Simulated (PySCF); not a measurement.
Compound: NH3.
SMILES: `N`

Level of theory: PBE0-D3(BJ)/def2-SVP geometry optimisation, gas phase in PySCF.

Masses are those of the commonest isotopes; rigid-rotor values at the optimised geometry. 

Question: What are A, B and C (GHz)?

Answer: Ia = 1.73, Ib = 1.73, Ic = 2.65 u·Å²; 505379 MHz·u·Å²/I gives 291800, 291761 and 190805 MHz, that is A = 291.80, B = 291.76, C = 190.81 GHz.

Question: What kind of rotor is it?

Answer: An oblate symmetric top, as the point group C3v requires two equal moments; the computed ones differ by 0.01 % because the geometry is symmetric only within the optimiser's tolerance. Ray's parameter κ = (2B − A − C)/(A − C) = 0.999; −1 is the prolate and +1 the oblate limit.

Question: What does the inertial defect say?

Answer: Not planar: Δ = Ic − Ia − Ib = -0.82 u·Å². For a rigid frame Δ = −2 Σ m c², so Σ m c² = 0.41 u·Å² lies off the ab plane: 0.34 from hydrogen and 0.07 from heavier atoms. The atom farthest from that plane is 0.33 Å away.

Question: Give the other two planar moments, Paa and Pbb, and the rms extents of the mass along the axes.

Answer: Paa = Σ m a² = (Ib + Ic − Ia)/2 = 1.32 and Pbb = Σ m b² = (Ia + Ic − Ib)/2 = 1.32 u·Å². With the mass M = 17.03 u, the rms extents √(P/M) along a, b and c are 0.28, 0.28, 0.15 Å.

Question: Where do the R-branch lines fall?

Answer: The dipole of 1.79 D lies along the symmetry axis, so ΔK = 0 and J+1 ← J falls at 2B(J+1) for every K: 583.56 GHz, 1167.12 GHz, 1750.68 GHz, 2334.24 GHz, 2917.80 GHz for J = 0 to 4. Inversion tunnelling, which a rigid rotor lacks, splits the real lines of ammonia.

Question: Estimate the classical rotational partition function at 298.15 K and 500 K.

Answer: Point group C3v, symmetry number σ = 3; q = (√π/σ)·√((kT/h)³/(ABC)), k/h = 20836.6 MHz/K: 71.8 at 298.15 K, 156 at 500 K.

No frequency check. No vibrational averaging or centrifugal distortion is included, and the geometry carries the error of its method.

Time: 2.0 s of wall time; peak memory 0.25 GiB. Hardware: AMD EPYC 7R43, one thread, no GPU (shared host). These figures are those of the optimisation.
